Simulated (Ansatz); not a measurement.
Process, species as SMILES: ClC (CH3-Cl) → CH3Cl+ (doublet, bonded as ClC) + e-
B3LYP-D3(BJ)/def2-TZVP geometries, fixed; electronic energies without zero-point terms.

Core correlation in the adiabatic ionisation energy at MP2 with Ansatz (a quantum-chemistry and plane-wave program), in eV: frozen core against 1s of Al to Cl frozen alone. Core-valence sets carry the plain set on hydrogen. Open shells are unrestricted.

```json
[
 {"basis": "cc-pV(D+d)Z", "functions, most": "52", "frozen core": "11.113", "1s of Al to Cl frozen alone": "11.124", "core term (second minus first)": "0.011"},
 {"basis": "cc-pCVDZ", "functions, most": "60", "frozen core": "11.130", "1s of Al to Cl frozen alone": "11.138", "core term (second minus first)": "0.008"},
 {"basis": "cc-pV(T+d)Z", "functions, most": "111", "frozen core": "11.368", "1s of Al to Cl frozen alone": "11.375", "core term (second minus first)": "0.007"},
 {"basis": "cc-pCVTZ", "functions, most": "144", "frozen core": "11.368", "1s of Al to Cl frozen alone": "11.382", "core term (second minus first)": "0.014"},
 {"basis": "cc-pwCVTZ", "functions, most": "144", "frozen core": "11.369", "1s of Al to Cl frozen alone": "11.384", "core term (second minus first)": "0.015"},
 {"basis": "cc-pV(Q+d)Z", "functions, most": "209", "frozen core": "11.483", "1s of Al to Cl frozen alone": "11.493", "core term (second minus first)": "0.010"},
 {"basis": "cc-pCVQZ", "functions, most": "283", "frozen core": "11.482", "1s of Al to Cl frozen alone": "11.498", "core term (second minus first)": "0.017"},
 {"basis": "cc-pwCVQZ", "functions, most": "283", "frozen core": "11.484", "1s of Al to Cl frozen alone": "11.501", "core term (second minus first)": "0.017"}
]
```

The largest core-valence set, cc-pwCVQZ, gives a core term of 0.017 eV; the valence set cc-pV(Q+d)Z, which lacks functions for the core, gives 0.010.
